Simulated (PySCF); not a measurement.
B3LYP has the VWN-RPA correlation part, as in Gaussian. Delta-SCF ions had no search for a lower state. Excitations are Tamm–Dancoff values on a coarser integration grid. The basis has no diffuse functions, so Rydberg states are missing or too high.

C3H9N, SMILES `CN(C)C` (charge 0, multiplicity 1)

Computed with B3LYP-D3(BJ)/def2-TZVP // B3LYP-D3(BJ)/def2-SVP in PySCF 2.14.0.

```yaml
HOMO: -5.89 eV
dipole_moment: 0.42 D
HOMO–LUMO gap: 6.70 eV
LUMO: 0.81 eV
S1 excitation (TDA): 5.74 eV
S1 oscillator strength: 0.048
T1 excitation (TDA): 5.55 eV
S1–T1 gap (TDA): 0.19 eV
vertical ionisation energy (Delta-SCF): 8.29 eV
total_energy: -174.5574 Ha
cost: around 2.1 core-minutes (rough)
```

```xyz
13

C     -0.6831    -1.2089    -0.0203
N      0.0643    -0.0443    -0.4419
C     -0.6788     1.1834    -0.2593
C      1.3796     0.0133     0.1574
H     -1.6434    -1.2597    -0.5578
H     -0.1182    -2.1267    -0.2490
H     -0.9087    -1.2165     1.0731
H     -0.1108     2.0358    -0.6649
H     -1.6392     1.1303    -0.7964
H     -0.9039     1.4079     0.8110
H      1.3540     0.1244     1.2681
H      1.9425    -0.9057    -0.0713
H      1.9457     0.8668    -0.2486
```
